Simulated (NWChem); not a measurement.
Program: NWChem. System: nitrogen (N$_{2}$), charge 0, spin multiplicity 1, at a geometry optimised with PBE0/def2-SVP. Level: PBE/def2-TZVP.

The NWChem input:

```
start mol
memory heap 200 mb stack 800 mb global 1000 mb
geometry units angstroms nocenter noautoz
  N      0.000000     0.000000     0.548879
  N      0.000000     0.000000    -0.548879
  symmetry group D2h
end
basis spherical
  * library def2-tzvp
end
dft
  xc xpbe96 cpbe96
  semidirect memsize 60000000 filesize 0
  iterations 100
end
task dft energy
```

Output (cleaned and shortened):

```
             Northwest Computational Chemistry Package (NWChem) 7.3.0
             --------------------------------------------------------

                                NWChem Input Module
                                -------------------

 Scaling coordinates for geometry "geometry" by  1.889725989
 (inverse scale =  0.529177249)

 Turning off AUTOSYM since
 SYMMETRY directive was detected!

                             Geometry "geometry" -> ""
                             -------------------------

 Output coordinates in angstroms (scale by  1.889725989 to convert to a.u.)

  No.       Tag          Charge          X              Y              Z
 ---- ---------------- ---------- -------------- -------------- --------------
    1 N                    7.0000     0.00000000     0.00000000     0.54887900
    2 N                    7.0000     0.00000000     0.00000000    -0.54887900

 Effective nuclear repulsion energy (a.u.)      23.6205841369

            Nuclear Dipole moment (a.u.)
            ----------------------------
        X                 Y               Z
 ---------------- ---------------- ----------------
     0.0000000000     0.0000000000     0.0000000000

      Symmetry information
      --------------------

 Group name             D2h
 Group number             26
 Group order               8
 No. of unique centers     1

      Symmetry unique atoms

     1


 Summary of "ao basis" -> "" (spherical)
 ------------------------------------------------------------------------------
       Tag                 Description            Shells   Functions and Types
 ---------------- ------------------------------  ------  ---------------------
 *                         def2-tzvp                  on all atoms

  pbe96 is a nonlocal functional; adding pw91lda local functional.

                                 NWChem DFT Module
                                 -----------------

 Summary of "ao basis" -> "ao basis" (spherical)
 ------------------------------------------------------------------------------
       Tag                 Description            Shells   Functions and Types
 ---------------- ------------------------------  ------  ---------------------
 N                         def2-tzvp                11       31   5s3p2d1f

 Summary of "ao basis" -> "ao basis" (spherical)
 ------------------------------------------------------------------------------
       Tag                 Description            Shells   Functions and Types
 ---------------- ------------------------------  ------  ---------------------
 N                         def2-tzvp                11       31   5s3p2d1f

      Symmetry analysis of basis
      --------------------------

        ag         14
        au          3
        b1g         3
        b1u        14
        b2g         7
        b2u         7
        b3g         7
        b3u         7

            General Information
            -------------------
          SCF calculation type: DFT
          Wavefunction type:  closed shell.
          No. of atoms     :     2
          No. of electrons :    14
           Alpha electrons :     7
            Beta electrons :     7
          Charge           :     0
          Spin multiplicity:     1
          Use of symmetry is: on ; symmetry adaption is: on
          Maximum number of iterations: 100
          AO basis - number of functions:    62
                     number of shells:    22
          Convergence on energy requested:  1.00D-06
          Convergence on density requested:  1.00D-05
          Convergence on gradient requested:  5.00D-04

              XC Information
              --------------
          PerdewBurkeErnzerhof Exchange Functional  1.000
            Perdew 1991 LDA Correlation Functional  1.000 local
           PerdewBurkeErnz. Correlation Functional  1.000 non-local

             Grid Information
             ----------------
          Grid used for XC integration:  medium
          Radial quadrature: Mura-Knowles
          Angular quadrature: Lebedev.
          Tag              B.-S. Rad. Rad. Pts. Rad. Cut. Ang. Pts.
          ---              ---------- --------- --------- ---------
          N                   0.65       49           6.0       434
          Grid pruning is: on
          Number of quadrature shells:    49
          Spatial weights used:  Erf1

          Convergence Information
          -----------------------
          Convergence aids based upon iterative change in
          total energy or number of iterations.
          Levelshifting, if invoked, occurs when the
          HOMO/LUMO gap drops below (HL_TOL):  1.00D-02
          DIIS, if invoked, will attempt to extrapolate
          using up to (NFOCK): 10 stored Fock matrices.

                    Damping( 0%)  Levelshifting(0.5)       DIIS
                  --------------- ------------------- ---------------
          dE  on:    start            ASAP                start
          dE off:    2 iters        100 iters           100 iters

      Screening Tolerance Information
      -------------------------------
          Density screening/tol_rho:  1.00D-10
          AO Gaussian exp screening on grid/accAOfunc:  14
          CD Gaussian exp screening on grid/accCDfunc:  20
          XC Gaussian exp screening on grid/accXCfunc:  20
          Schwarz screening/accCoul:  1.00D-08

      Superposition of Atomic Density Guess
      -------------------------------------

 Sum of atomic energies:        -108.62310363

      Non-variational initial energy
      ------------------------------

 Total energy =    -109.131912
 1-e energy   =    -193.905180
 2-e energy   =      61.152684
 HOMO         =      -0.430468
 LUMO         =       0.018810

      Symmetry analysis of molecular orbitals - initial
      -------------------------------------------------

 !! scf_movecs_sym_adapt:   40 vectors were symmetry contaminated

  Symmetry fudging

 !! scf_movecs_sym_adapt:   36 vectors were symmetry contaminated

  Numbering of irreducible representations:

     1 ag          2 au          3 b1g         4 b1u         5 b2g
     6 b2u         7 b3g         8 b3u

  Orbital symmetries:

     1 ag          2 b1u         3 ag          4 b1u         5 b2u
     6 b3u         7 ag          8 b2g         9 b3g        10 ag
    11 b1u        12 b2u        13 b3u        14 ag         15 b3g
    16 b2g        17 b1u

------------------------------------------------------------
EAF file 0: "./mol.aoints.0" size=524288 bytes
------------------------------------------------------------
               write      read    awrite     aread      wait
               -----      ----    ------     -----      ----
     calls:        1         0         0         0         0
   data(b): 5.24e+05  0.00e+00  0.00e+00  0.00e+00
   time(s): 0.00e+00  0.00e+00  0.00e+00  0.00e+00  0.00e+00
rate(mb/s): 0.00e+00  0.00e+00
------------------------------------------------------------

 !! scf_movecs_sym_adapt:   28 vectors were symmetry contaminated

  Symmetry fudging

 !! scf_movecs_sym_adapt:   28 vectors were symmetry contaminated

   convergence    iter        energy       DeltaE   RMS-Dens  Diis-err    time
 ---------------- ----- ----------------- --------- --------- ---------  ------
 d= 0,ls=0.0,diis     1   -109.4306988899 -1.33D+02  4.50D-03  3.79D-01     0.4

 !! scf_movecs_sym_adapt:   28 vectors were symmetry contaminated

  Symmetry fudging

 !! scf_movecs_sym_adapt:   28 vectors were symmetry contaminated

 d= 0,ls=0.0,diis     2   -109.4443229228 -1.36D-02  3.10D-03  7.37D-02     0.4

 !! scf_movecs_sym_adapt:   28 vectors were symmetry contaminated

  Symmetry fudging

 !! scf_movecs_sym_adapt:   28 vectors were symmetry contaminated

 d= 0,ls=0.0,diis     3   -109.4507115778 -6.39D-03  9.40D-04  1.14D-02     0.5

 !! scf_movecs_sym_adapt:   28 vectors were symmetry contaminated

  Symmetry fudging

 !! scf_movecs_sym_adapt:   28 vectors were symmetry contaminated

 d= 0,ls=0.0,diis     4   -109.4519243140 -1.21D-03  2.61D-05  3.50D-06     0.5

 !! scf_movecs_sym_adapt:   28 vectors were symmetry contaminated

  Symmetry fudging

 !! scf_movecs_sym_adapt:   28 vectors were symmetry contaminated

 d= 0,ls=0.0,diis     5   -109.4519247601 -4.46D-07  3.93D-06  1.21D-07     0.6

         Total DFT energy =     -109.451924760135
      One electron energy =     -194.594512141940
           Coulomb energy =       75.106489597748
    Exchange-Corr. energy =      -13.584486352870
 Nuclear repulsion energy =       23.620584136927

 Numeric. integr. density =       14.000000071331

     Total iterative time =      0.4s

                  Occupations of the irreducible representations
                  ----------------------------------------------

                     irrep           alpha         beta
                     --------     --------     --------
                     ag                3.0          3.0
                     au                0.0          0.0
                     b1g               0.0          0.0
                     b1u               2.0          2.0
                     b2g               0.0          0.0
                     b2u               1.0          1.0
                     b3g               0.0          0.0
                     b3u               1.0          1.0

                       DFT Final Molecular Orbital Analysis
                       ------------------------------------

 Vector    5  Occ=2.000000D+00  E=-4.260827D-01  Symmetry=b2u
              MO Center=  1.4D-33,  3.0D-18, -3.8D-17, r^2= 8.8D-01
   Bfn.  Coefficient  Atom+Function         Bfn.  Coefficient  Atom+Function
  ----- ------------  ---------------      ----- ------------  ---------------
     7      0.329428  1 N  py                38      0.329428  2 N  py
    10      0.263784  1 N  py                41      0.263784  2 N  py
    13      0.120208  1 N  py                44      0.120208  2 N  py
    21     -0.029298  1 N  d -1              52      0.029298  2 N  d -1

 Vector    6  Occ=2.000000D+00  E=-4.260827D-01  Symmetry=b3u
              MO Center=  4.2D-21,  1.2D-33, -2.7D-17, r^2= 8.8D-01
   Bfn.  Coefficient  Atom+Function         Bfn.  Coefficient  Atom+Function
  ----- ------------  ---------------      ----- ------------  ---------------
     6      0.329428  1 N  px                37      0.329428  2 N  px
     9      0.263784  1 N  px                40      0.263784  2 N  px
    12      0.120208  1 N  px                43      0.120208  2 N  px
    23      0.029298  1 N  d  1              54     -0.029298  2 N  d  1

 Vector    7  Occ=2.000000D+00  E=-3.750401D-01  Symmetry=ag
              MO Center=  4.4D-34,  3.1D-33,  1.7D-17, r^2= 1.3D+00
   Bfn.  Coefficient  Atom+Function         Bfn.  Coefficient  Atom+Function
  ----- ------------  ---------------      ----- ------------  ---------------
     8      0.344725  1 N  pz                39     -0.344725  2 N  pz
    11      0.231258  1 N  pz                42     -0.231258  2 N  pz
     5      0.207030  1 N  s                 36      0.207030  2 N  s
     4      0.161980  1 N  s                 35      0.161980  2 N  s
    14      0.112411  1 N  pz                45     -0.112411  2 N  pz

 Vector    8  Occ=0.000000D+00  E=-6.874821D-02  Symmetry=b3g
              MO Center= -1.4D-33, -4.3D-20, -2.3D-17, r^2= 1.3D+00
   Bfn.  Coefficient  Atom+Function         Bfn.  Coefficient  Atom+Function
  ----- ------------  ---------------      ----- ------------  ---------------
    13      0.461786  1 N  py                44     -0.461786  2 N  py
     7      0.368622  1 N  py                38     -0.368622  2 N  py
    10      0.333467  1 N  py                41     -0.333467  2 N  py

 Vector    9  Occ=0.000000D+00  E=-6.874821D-02  Symmetry=b2g
              MO Center= -4.4D-20, -9.2D-34,  1.5D-16, r^2= 1.3D+00
   Bfn.  Coefficient  Atom+Function         Bfn.  Coefficient  Atom+Function
  ----- ------------  ---------------      ----- ------------  ---------------
    12      0.461786  1 N  px                43     -0.461786  2 N  px
     6      0.368622  1 N  px                37     -0.368622  2 N  px
     9      0.333467  1 N  px                40     -0.333467  2 N  px

 Vector   10  Occ=0.000000D+00  E= 2.068857D-01  Symmetry=ag
              MO Center=  1.0D-32,  1.4D-33, -8.4D-17, r^2= 3.0D+00
   Bfn.  Coefficient  Atom+Function         Bfn.  Coefficient  Atom+Function
  ----- ------------  ---------------      ----- ------------  ---------------
     4      1.306095  1 N  s                 35      1.306095  2 N  s
     5     -1.215697  1 N  s                 36     -1.215697  2 N  s
    11      0.155134  1 N  pz                42     -0.155134  2 N  pz
     8      0.091535  1 N  pz                39     -0.091535  2 N  pz
     2     -0.080168  1 N  s                 33     -0.080168  2 N  s

 center of mass
 --------------
 x =   0.00000000 y =   0.00000000 z =   0.00000000

 moments of inertia (a.u.)
 ------------------
          30.130348656405           0.000000000000           0.000000000000
           0.000000000000          30.130348656405           0.000000000000
           0.000000000000           0.000000000000           0.000000000000

     Multipole analysis of the density
     ---------------------------------

     L   x y z        total         alpha         beta         nuclear
     -   - - -        -----         -----         ----         -------
     0   0 0 0     -0.000000     -7.000000     -7.000000     14.000000

     1   1 0 0     -0.000000     -0.000000     -0.000000      0.000000
     1   0 1 0     -0.000000     -0.000000     -0.000000      0.000000
     1   0 0 1     -0.000000     -0.000000     -0.000000      0.000000

     2   2 0 0     -7.599636     -3.799818     -3.799818      0.000000
     2   1 1 0     -0.000000     -0.000000     -0.000000      0.000000
     2   1 0 1      0.000000      0.000000      0.000000      0.000000
     2   0 2 0     -7.599636     -3.799818     -3.799818      0.000000
     2   0 1 1      0.000000      0.000000      0.000000      0.000000
     2   0 0 2     -8.802609    -11.932240    -11.932240     15.061871

 Task  times  cpu:        0.6s     wall:        0.6s

 Total times  cpu:        0.6s     wall:        0.6s
```
